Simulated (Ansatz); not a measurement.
`C=CNC(=C)S`, charge 0, multiplicity 1.

Question: Give a relaxed structure at PBE0-D4/def2-TZVP (the Gaussian-basis code of Ansatz). (An estimate is asked.)

Answer: Ansatz gave: 
Cartesian coordinates in Å:
```
C -1.762 -1.327 -1.139
C -0.727 -0.512 -0.940
N -0.226 -0.159 0.293
C 0.892 0.607 0.558
C 1.590 0.509 1.695
S 1.437 1.735 -0.682
H -2.302 -1.790 -0.321
H -2.086 -1.550 -2.145
H -0.197 -0.066 -1.773
H -0.602 -0.648 1.090
H 1.378 -0.275 2.412
H 2.373 1.216 1.923
H 0.231 2.260 -0.968
```
This is one stationary point; other conformers may exist.
